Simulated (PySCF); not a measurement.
Species: phosphorus pentafluoride, PF₅.
Cartesian coordinates in Å at the PBE0-D3(BJ)/def2-SVP level; atoms count from 1:
```xyz
6
PF5 angstrom
F      0.642   -0.574   -1.352
P      0.003   -0.005   -0.008
F      1.110    1.104    0.049
F      0.244   -1.389    0.692
F     -1.344    0.268   -0.763
F     -0.636    0.564    1.337
```

Theory: PySCF, PBE0-D3(BJ)/def2-SVP geometry optimisation, gas phase.

(1) Which atoms are bound to P2, and at what distances?

(2) List the angles at P2.

(3) What is the shape at P2?

(4) What are the rotational constants (commonest isotopes, rigid rotor)?

## Answers

(1) 5 atoms: F3 1.568 Å, F5 1.568 Å, F4 1.569 Å, F1 1.594 Å, F6 1.594 Å.

(2) 
```tsv
angle	degrees	distance of the outer atoms (Å)
F1–P2–F6	180.0	3.19
F3–P2–F5	120.0	2.72
F4–P2–F5	120.0	2.72
F3–P2–F4	120.0	2.72
F4–P2–F6	90.0	2.24
F1–P2–F5	90.0	2.24
F3–P2–F6	90.0	2.24
F1–P2–F4	90.0	2.24
F1–P2–F3	90.0	2.24
F5–P2–F6	90.0	2.24
```

(3) Trigonal bipyramidal: τ5 = (β − α)/60° = 1.00 from the two widest angles, 180.0° and 120.0° (0 for a square pyramid, 1 for a trigonal bipyramid). The P–F distances aren't all alike: 1.568 to 1.594 Å.

(4) A = 3604, B = 3034, C = 3033 MHz: a prolate symmetric top.

Point group: D3h (tolerance 0.08 Å). Charge 0, singlet. No frequency check.
